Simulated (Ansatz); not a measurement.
Ti₂Co: experiment and calculation

**Experimental background.**

From “Group-9 Transition Metal Suboxides Adopting the Filled-Ti2Ni Structure: A Class of Superconductors Exhibiting Exceptionally High Upper Critical Fields”, 2021, arxiv:2111.12452, for a bulk crystal of Ti2Co: lattice constant a 11.2865 ± 0.0005 Å.

The runs below are set against these values where they give the same quantity.

Level of theory: DFT r2SCAN, scalar-relativistic, plane waves, PAW (Ansatz).

Cutoff 500 eV; k points 10×10×10 on the computed 6-atom cell (Γ-centred); Gaussian smearing, width 0.10 eV; collinear spin from starting moments 0.41 0.41 0.41 0.41 1.94 1.94 μB.

Relaxed structure, symmetry kept:

```
Ti Co
1.0
     0.00000    3.56446    3.56446
     3.56446    0.00000    3.56446
     3.56446    3.56446    0.00000
Ti Co
4 2
Direct
  0.62500 0.62500 0.62500
  0.12500 0.62500 0.62500
  0.62500 0.62500 0.12500
  0.62500 0.12500 0.62500
  0.00000 0.00000 0.00000
  0.25000 0.25000 0.25000
```

| Item | Value |
| --- | --- |
| Space group | Fd-3m (No. 227) |
| Volume per atom | 15.10 Å³ |
| Formation energy from the elements' standard states (uncorrected) | +0.483 eV/atom |
| Generalised Kohn–Sham band gap | none (metal) |
| Density of states at the Fermi level | 5.24 states/eV per cell |
| Löwdin character within 0.5 eV of the Fermi level | Ti 3d 58 %, Co 3d 34 % |
| Bulk modulus | 103 GPa |
| Its pressure derivative | 4.1 |
| Bader charges (e) | Ti (4 in the cell) 0.47, Co (2 in the cell) -0.94 |
| Total moment | 4.85 μB per cell |
| Site moments (μB; atoms counted from 1 over the whole cell) | Ti (atom 1) 0.38, Ti (atom 2) 0.38, Ti (atom 3) 0.38, Ti (atom 4) 0.38, Co (atom 5) 1.76, Co (atom 6) 1.76 |

The state reached may not be the lowest one.

Only this magnetic start was tried.

Measured lattice constant a of Ti2Co: 11.2865 Å (the paper above). This calculation gives 7.129 Å (-36.8 %). So large a difference can come from the functional (as between layers that it hardly binds), but also from another choice of axes, another phase or a misread value. The calculation is for 0 K without zero-point motion.